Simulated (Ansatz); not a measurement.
What a trial cell of Na2I relaxes into

Theory: DFT PBE, scalar-relativistic, plane waves, PAW in Ansatz 0.2.0. Cutoff 420 eV, Γ-centred k mesh, Gaussian smearing, no spin polarisation in the final step.

A relaxed cell is given with its space group left out.

```
Na I
1.0
     0.00000    4.76572    4.76572
     4.76572    0.00000    4.76572
     4.76572    4.76572    0.00000
Na I
4 2
Direct
  0.62500 0.62500 0.62500
  0.12500 0.62500 0.62500
  0.62500 0.62500 0.12500
  0.62500 0.12500 0.62500
  0.00000 0.00000 0.00000
  0.25000 0.25000 0.25000
```

Energies over the elements count from the elements' standard structures at the same level, with no empirical corrections.

(1) What space group does it have?

(2) How far does it lie from the elements in energy?

(3) Is it a metal?

Results:

(1) Fd-3m (No. 227). Conventional cell: a = 9.531 Å. Na is coordinated by 6 Na at 3.37 Å and 6 I at 3.95 Å; around I lie 12 Na at 3.95 Å and 4 I at 4.13 Å.

(2) -0.42 eV/atom.

(3) Yes, bands cross the Fermi level on the 8×8×8 mesh.

The final run used a 8×8×8 mesh on its 6-atom cell and 0.10 eV smearing. The k mesh leaves about 4 meV/atom of noise in metals. Spin–orbit coupling is left out. The cell came from a trial start, so Na2I may not exist in this structure.

Cost: 3 runs of about 1.2 core-minutes in all, on Intel Xeon Platinum 8488C (Sapphire Rapids) (shared hosts).